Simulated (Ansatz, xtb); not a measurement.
A geometry optimisation of BFH3Si+ with r2SCAN-D4/def2-SVP

The starting geometry of this gas-phase singlet has its atoms placed at random.

```xyz
6

B    -0.3283   -1.3748    0.5075
F    -0.5283    1.1502   -0.1501
Si    1.6325    1.2912    0.6975
H     0.0895    0.0736    0.2397
H     2.0612   -0.2604    0.1327
H     1.1033    0.2127    0.1402
```

Q: One run relaxed it with r2SCAN-D4/def2-SVP. What is a likely outcome?

A: It loosens into BFHSi + H2, which stay close as a complex (formulas without charges). Contacts that open: Si3–H5 (1.71 → 2.31 Å), Si3–H6 (1.32 → 2.41 Å). Contacts that close: B1–H4 (1.53 → 1.41 Å), F2–Si3 (2.33 → 1.60 Å), H5–H6 (1.07 → 0.77 Å).

The energy falls by 6.51 eV over 26 steps:

```
step  E − E(last) (eV)
   1             6.512
   4             3.108
   7             1.314
   9             0.814
  12             0.653
  15             0.161
  18             0.028
  20             0.010
  23             0.001
  26             0.000
```

Final geometry (Å):

```xyz
6

B    -1.0429   -1.4535    0.7555
F     0.0303    1.6396   -0.4796
Si    0.7303    1.2774    0.9172
H    -0.1756   -0.3589    0.9767
H     2.4222   -0.0191    0.0387
H     2.0657    0.0068   -0.6410
```

From the same start GFN2-xTB ends elsewhere, in pieces: BH3 + FSi.

From so rough a start the end depends on the optimiser's path, so another program may land elsewhere. The end wasn't checked by frequencies. Run with Ansatz 0.2.0, 49 s on 1 thread of Intel(R) Xeon(R) Platinum 8259CL CPU @ 2.50GHz (Skylake/Cascade Lake), with other jobs on the host.
